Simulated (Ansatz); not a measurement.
# C₂F₂OS: how energies converge with the basis set

An exercise on one series of results from a longer session: the logs are not shown, and one member is left open.

Program: Ansatz 0.2.0, Gaussian basis. Level of theory: one geometry, several basis sets. These are calculated values, not measurements.

The runs, in order: PBE0-D4/def2-SVP; ωB97M-V/def2-SVP; PBE0-D4/def2-QZVPP; ωB97M-V/def2-QZVPP; the functionals' def2-TZVPP values are taken from earlier runs.

**The relaxed structure**

All runs share one geometry, relaxed beforehand with PBE0-D4 in a triple-zeta def2 set.

SMILES `O=C1SC1(F)F`, 6 atoms, charge 0, spin multiplicity 1.

Atoms are counted from 1 here; the program's logs count them from 0.

Bond lengths: O1–C2 1.180 Å, C2–S3 1.769 Å, C2–C4 1.461 Å, S3–C4 1.817 Å, C4–F5 1.329 Å, C4–F6 1.329 Å. Angles: O1–C2–S3 143.2°, O1–C2–C4 149.1°, S3–C2–C4 67.7°, C2–S3–C4 48.1°, C2–C4–S3 64.2°, C2–C4–F5 120.8°, C2–C4–F6 120.8°, S3–C4–F5 118.0°, S3–C4–F6 118.0°, F5–C4–F6 109.0°.

Set-up of the first run:

File in.yaml:

```yaml
crystal:
  periodic: [false, false, false]
  atoms:
    - {symbol: O, position_ang: [0.929542, -1.586154, 0.863981]}
    - {symbol: C, position_ang: [0.244589, -0.838904, 0.259189]}
    - {symbol: S, position_ang: [-1.149631, -0.759069, -0.827267]}
    - {symbol: C, position_ang: [-0.078711, 0.532469, -0.128534]}
    - {symbol: F, position_ang: [0.707945, 1.208196, -0.959828]}
    - {symbol: F, position_ang: [-0.611634, 1.379362, 0.746259]}
basis:
  gaussian: {orbitals: def2-SVP}
hamiltonian: {xc: pbe0, dispersion: d4}
output: {orbitals: {seedname: orbitals}}
```

Command:

```console
ansatz run in.yaml --threads 2 --pin off --events-out ev --progress --plain --max-ram 4352MiB
```

Among the steps run: PBE0-D4 in def2-SVP; ωB97M-V in def2-SVP; PBE0-D4 in def2-QZVPP; ωB97M-V in def2-QZVPP.

One table of the session follows, with a row left open; its other results are not shown here.

It belongs to the step «Density functionals: the series». 

| functional | basis | HOMO (eV) | LUMO (eV) |
| --- | --- | --- | --- |
| PBE0-D4 | def2-SVP | ? | ? |
| PBE0-D4 | def2-TZVPP | -8.31 | -2.06 |
| PBE0-D4 | def2-QZVPP | -8.35 | -2.13 |
| ωB97M-V | def2-SVP | -10.40 | 0.48 |
| ωB97M-V | def2-TZVPP | -10.49 | 0.23 |
| ωB97M-V | def2-QZVPP | -10.54 | 0.14 |

**Question.** Estimate the row for PBE0-D4, def2-SVP.

As computed: HOMO (eV): -8.25; LUMO (eV): -1.88. In the column «HOMO (eV)» it is the highest.
